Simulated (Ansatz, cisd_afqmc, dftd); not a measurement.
Barrier from CH4FO- (complex or saddle point, singlet) to the saddle point below; all geometries are those of the NHTBH38 set.
```
C
H 1 1.0701
H 1 1.0702 2 120.50
H 1 1.0702 2 119.41 3 170.28
F 1 1.7599 2 92.49 4 95.38
O 1 1.9858 2 88.45 4 -82.97
H 6 0.9604 1 104.34 2 -60.90
```
Charge -1, spin multiplicity 1.

Quantity: barrier height (electronic, no zero-point energy), in kcal/mol. UHF or UKS for unpaired electrons; spin-orbit terms are left out. Cores are frozen in correlated methods. Rows without X2C or -DK are non-relativistic. AFQMC/CISD: phaseless, guided by CISD from CCSD amplitudes; bars are statistical, one sigma. Outlying blocks are dropped, and bars are widened where a walk drifts. Over all cases where full CI ran beside it in this data, AFQMC minus full CI had a median of +0.1 mEh and passed +0.4 mEh in a tenth of the cases. CBS(X,Y): correlation extrapolated as X^-3, Hartree-Fock from the larger set. A bracket is a step between two methods taken in the basis named. Functionals run without relativity, which enters their misses. Double hybrids freeze cores in their MP2 part. 'core' is core correlation in cc-pwCVTZ, 'X2C' scalar relativity in cc-pVTZ-DK, both at CCSD(T). def2-TZVPD holds few diffuse functions, which lowers the functionals' binding of the extra electron.

Published benchmark value: 47.2 kcal/mol (Zhao et al., NHTBH38), a best estimate, not a measurement.

```
level                                                                                               program  barrier height (kcal/mol)  difference against that value
--------------------------------------------------------------------------------------  -------------------  -------------------------  -----------------------------
r2SCAN-D4/def2-TZVPD                                                                         Ansatz + dftd4                       44.4                           -2.8
r2SCANh-D4/def2-TZVPD                                                                        Ansatz + dftd4                       46.5                           -0.7
wB97M-V/def2-TZVPD                                                                                   Ansatz                       47.4                            0.2
B2PLYP/def2-TZVPD                                                                                    Ansatz                       45.4                           -1.8
AFQMC/CISD/aug-cc-pVTZ                                                                           cisd_afqmc                 46.4 ± 0.4                           -0.8
CCSD(T)/CBS(aug-cc-pVTZ,aug-cc-pVQZ) + [AFQMC/CISD - CCSD(T)]/aug-cc-pVTZ + core + X2C  Ansatz + cisd_afqmc                 47.2 ± 0.4                            0.0
```

Ansatz is a first-principles code.
